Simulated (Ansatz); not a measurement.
Start from `C=C(O)NC` and change one atom or group to get `C=C(N)NC`.

Ansatz, PBE0-D4/def2-TZVP geometries, multiplicity 1. Each molecule was computed in one conformer, which needn't be the lowest.

| property | `C=C(O)NC` |
| --- | --- |
| size of the dipole moment (ωB97M-V/def2-TZVPP) / D | 0.94 |
| HOMO–LUMO gap (ωB97M-V/def2-TZVPP) / eV | 10.51 |
| size of the dipole moment (PBE/def2-TZVPP) / D | 0.95 |
| LUMO energy (PBE0/def2-TZVPP) / eV | 1.12 |
| HOMO–LUMO gap (PBE0/def2-TZVPP) / eV | 6.84 |
| LUMO energy (ωB97M-V/def2-TZVPP) / eV | 2.55 |

(1) What does the change do to each property? (An estimate is asked.)

Answers

(1) Ansatz gave: 
```json
{"property": "size of the dipole moment (ωB97M-V/def2-TZVPP) / D", "`C=C(N)NC`": "1.02", "shift": "0.08"}
{"property": "HOMO–LUMO gap (ωB97M-V/def2-TZVPP) / eV", "`C=C(N)NC`": "10.27", "shift": "-0.24"}
{"property": "size of the dipole moment (PBE/def2-TZVPP) / D", "`C=C(N)NC`": "1.08", "shift": "0.13"}
{"property": "LUMO energy (PBE0/def2-TZVPP) / eV", "`C=C(N)NC`": "0.97", "shift": "-0.15"}
{"property": "HOMO–LUMO gap (PBE0/def2-TZVPP) / eV", "`C=C(N)NC`": "6.59", "shift": "-0.25"}
{"property": "LUMO energy (ωB97M-V/def2-TZVPP) / eV", "`C=C(N)NC`": "2.43", "shift": "-0.12"}
```

With PBE0 the HOMO rises by 0.11 eV and the LUMO falls by 0.15 eV, so the gap narrows by about 0.26 eV. PBE moves the HOMO by 0.08 eV and ωB97M-V by 0.12 eV. Dipoles are sizes alone; their direction can turn.
